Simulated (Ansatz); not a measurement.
## [BPH5]− (SMILES [BH3-]P): the energy, rung by rung

[BPH5]− has 7 atoms, charge -1, and is taken as a singlet. SMILES: `[BH3-]P`. The coordinates come from a GFN2-xTB relaxation.

```
atom    x (Å)    y (Å)    z (Å)
   B  -0.5061  -0.5199  -0.3638
   P   0.6975   0.3002   0.9953
   H  -1.5844  -0.6442   0.1744
   H  -0.0274  -1.6012  -0.6273
   H  -0.5575   0.2056  -1.3303
   H   0.2191   1.5995   0.9711
   H   1.7588   0.6600   0.1807
```

Each level gives the energy change with the P2–H6 bond stretched from 1.385 to 2.770 Å (eV). The values are calculated.

```tsv
level	kind	program	value (eV)	less FCI/STO-3G	CPU time (all runs)
SVWN5/STO-3G (restricted)	LDA	Ansatz	4.78	+0.69	1.4 s
revPBE/STO-3G (restricted)	GGA	Ansatz	4.39	+0.30	2 s
BHLYP/STO-3G (restricted)	global hybrid	Ansatz	5.75	+1.66	2.1 s
wB97M-V/STO-3G (restricted)	range-separated hybrid	Ansatz	5.56	+1.47	32 s
B2PLYP/STO-3G (restricted)	double hybrid	Ansatz	5.02	+0.93	2.7 s
BCCD(T)/STO-3G (restricted)	coupled cluster or CI	Ansatz	4.09	0.00	0.28 s
CCSD(T)/STO-3G (restricted)	coupled cluster or CI	Ansatz	4.03	-0.06	0.25 s
CCSDT/STO-3G (restricted)	coupled cluster or CI	Ansatz	4.09	0.00	0.47 s
FCI/STO-3G	exact in the basis	Ansatz	4.09	0.00	23 s
```

FCI/STO-3G is exact within its basis and frozen core, so for wave-function methods in that basis the difference is their error; functionals converge differently with the basis, so for them it is only a difference. Sets without diffuse functions describe the anion poorly. The first shape isn't each level's own minimum. The values span 4.03 to 5.75 eV. All rows use very small basis sets, so none should be taken for the real molecule's value. Times are those of the runs behind each value, whatever else they computed, on shared processors of several kinds: orders of magnitude only.
